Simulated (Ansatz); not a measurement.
## Reading a saddle point

A first-order saddle point of BH₃S₂, closed shell, PBE0-D4/def2-TZVP, with one imaginary mode of 884i cm⁻¹:

```
6
angstrom
B -0.6157 -0.0110 -0.5893
S 0.7535 -0.8715 0.5843
S 0.0707 1.4604 -1.1153
H 1.1773 0.4723 0.1102
H -1.6282 -0.6158 -0.7406
H 0.2423 -0.4344 1.7506
```

Ansatz 0.2.0; basis: def2-TZVPP and def2-QZVPP; cores frozen in the correlated methods. Extrapolation: Hartree–Fock as exp(−7.88 √X), correlation as X^−2.97.

Task: Which contacts change along the imaginary mode, and what lies on either side? (A judgement: the text doesn't fix the answer.)

Result: Computed: The step is BH₃S₂ ([SH][BH][SH]) → BHS ([BH][S]) + H₂S, with the molecules in contact on both sides. Shortening one way: S2–H4; lengthening the same way: B1–S2, S3–H4.
| pair | one side (Å) | saddle (Å) | other side (Å) |
| --- | --- | --- | --- |
| S2–H4 | 2.96 | 1.49 | 1.34 |
| B1–S2 | 1.79 | 2.00 | 3.40 |
| S3–H4 | 1.35 | 1.92 | 3.56 |

Task: Which side is lower, and how far does the saddle lie above each? (To be estimated.)

Result: The calculation gives: The side with B1–S2, S3–H4 short is lower by 119.5 kJ/mol; the saddle lies 188.6 kJ/mol above it and 69.1 kJ/mol above the other (CCSD(T) at an estimated basis limit (MP2 extrapolated from triple and quadruple zeta, plus CCSD(T) − MP2 in triple zeta); electronic energies).

The T1 diagnostic stays at or below 0.018.

Labels in which every atom is bracketed show which atoms are joined, not bond orders.

For scale, one of the runs: CCSD(T)/def2-TZVPP, 157 basis functions, launched by `ansatz run in.yaml --threads 2 --pin off --events-out ev --progress --plain --max-ram 4352MiB`. The run took 24 s on 2 CPU threads of an Arm Neoverse N1 (shared host), with 1 GiB of host memory at its peak.
